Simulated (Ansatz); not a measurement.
**Forces away from equilibrium**

SiH2SF (SMILES F[SiH2][S]), doublet, displaced at random from its PBE0-D4/def2-TZVP minimum.

```
atom    x (Å)    y (Å)    z (Å)
  F1  -0.3237  -0.0178   1.6050
 Si2   0.0570  -0.0829   0.0220
  S3  -1.1195   1.0576  -1.2088
  H4  -0.0700  -1.5185  -0.3711
  H5   1.4731   0.4677  -0.0634
```

Ansatz 0.2.0; basis: def2-TZVPP; cores frozen in the correlated methods; orbitals are unrestricted.

CCSD(T) forces from the calculation:
```
atom      Fx      Fy  Fz (eV/Å)
  F1   0.131  -0.018     -0.972
 Si2   1.192  -0.621      1.621
  S3  -0.660   0.604     -0.646
  H4   0.049   0.359      0.043
  H5  -0.712  -0.324     -0.045
```

Question: Which atom feels the largest CCSD(T) force, and how large is it?

Answer: Si2, 2.11 eV/Å, along (0.57, -0.29, 0.77).

Root-mean-square difference of the force components from those of CCSD(T): PBE-D4 0.332; r2SCAN-D4 0.190; PBE0-D4 0.153; wB97M-V 0.115 eV/Å.

T1 diagnostic: at most 0.015. ⟨S²⟩ of the unrestricted Hartree–Fock references: 0.76 (a pure state has 0.75). These are differences at one structure, and CCSD(T) in triple zeta is itself an approximation.

For scale, one of the runs: CCSD(T)/def2-TZVPP forces, 143 basis functions (an equivalent command: `ansatz run in.yaml --threads 4`). Time: 3.6 min of wall clock on 4 CPU threads; the host was shared. Peak host memory: 3.3 GiB.
